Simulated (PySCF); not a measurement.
# A diatomic session: AlN

One table from this session's results is given with a row withheld; the runs are named, their logs left out.

The runs use PySCF 2.14.0; Al def2-SVPD, N def2-SVPD, no relativity.

Set-up of the first run:

A driver script around PySCF takes these settings:

```yaml
atoms: Al, N
charge: 0
basis: Al def2-SVPD, N def2-SVPD
Hamiltonian: no relativity
basis_functions: 44
electrons_treated: 20
masses_in_u: 26.9815, 14.0031
levels: PBE0, PBE, r²SCAN, B2PLYP, TPSSh, BHandHLYP, HSE06, HF, MP2, SCS-MP2, CCSD, CCSD(T)
grid: 80 radial by 434 angular points
occupations: held fixed by the projection of orbital angular momentum
dissociation_limit: Al + N, each in its ground configuration
starting_distance_in_angstrom: 1.850
values_of_2S_to_try: 0, 2, 4
```

Command:

```
> OMP_NUM_THREADS=1 python dia.py task.json out
```

Steps of the session up to this table: Set-up; First curve: PBE0; Other states along the same grid; PBE (GGA); r²SCAN (meta-GGA); B2PLYP (double hybrid); TPSSh; BHandHLYP (global hybrid GGA); HSE06 (range-separated hybrid); UHF; Correlated methods on the Hartree–Fock reference.

One table of the session follows, with a row left open; its other results are not shown here.

It belongs to the step «The curves together». Energy (eV) from each level's lowest point:

| R (Å) | UHF | UHF-MP2 | UHF-SCS-MP2 | UHF-CCSD | UHF-CCSD(T) |
| --- | --- | --- | --- | --- | --- |
| 1.672 | 0.691 | 0.770 | 0.775 | n/a | n/a |
| 1.750 | 0.286 | 0.342 | 0.347 | 0.358 | 0.369 |
| 1.827 | ? | ? | ? | ? | ? |
| 1.886 | 0.008 | 0.024 | 0.026 | 0.029 | 0.033 |
| 1.944 | 0.000 | 0.000 | 0.000 | 0.000 | 0.000 |
| 2.002 | 0.036 | 0.022 | 0.019 | 0.015 | 0.012 |
| 2.080 | 0.135 | 0.104 | 0.098 | 0.087 | 0.078 |
| 2.177 | 0.311 | 0.267 | 0.257 | 0.233 | 0.217 |
| 2.294 | 0.558 | 0.533 | 0.519 | 0.455 | 0.432 |
| 2.449 | 0.856 | 1.005 | 0.999 | n/a | n/a |

**Question.** Estimate the row for R (Å) = 1.827.

Worked estimate for «UHF». A straight line through the neighbours (1.750, 0.286) and (1.886, 0.008) gives 0.286 + (0.008 − 0.286) × (1.827 − 1.750) / (1.886 − 1.750) = 0.129; a parabola fitted to 4 rows on both sides gives 0.067.

The run gave: UHF: 0.075; UHF-MP2: 0.107; UHF-SCS-MP2: 0.111; UHF-CCSD: 0.118; UHF-CCSD(T): 0.125. In «UHF» the line misses by +0.054 and the parabola by -0.008.
